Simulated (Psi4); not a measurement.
Psi4 input (wB97X-D/6-311+G**):

```
memory 1500 MB

molecule {
0 2
Si    0.31425610    0.31069420    0.31162611
Cl   -0.87062198   -0.88173458    1.49949506
Cl    1.49211569   -0.87627774   -0.88862368
Cl   -0.88029285    1.50214651   -0.86750464
symmetry c1
no_reorient
no_com
}

set {
  basis 6-311+G**
  reference uks
  scf_type df
  df_basis_scf def2-universal-jkfit
  dft_radial_points 99
  dft_spherical_points 590
  e_convergence 1e-8
  d_convergence 1e-7
  maxiter 150
}

e = energy('wb97x-d')
print_out(f'\nFINAL {e:.10f} DIPOLE {variable("CURRENT DIPOLE")[0]:.6f} {variable("CURRENT DIPOLE")[1]:.6f} {variable("CURRENT DIPOLE")[2]:.6f}\n')
```

Question: What final total energy does it give?

Answer: -1670.21327 Eh.
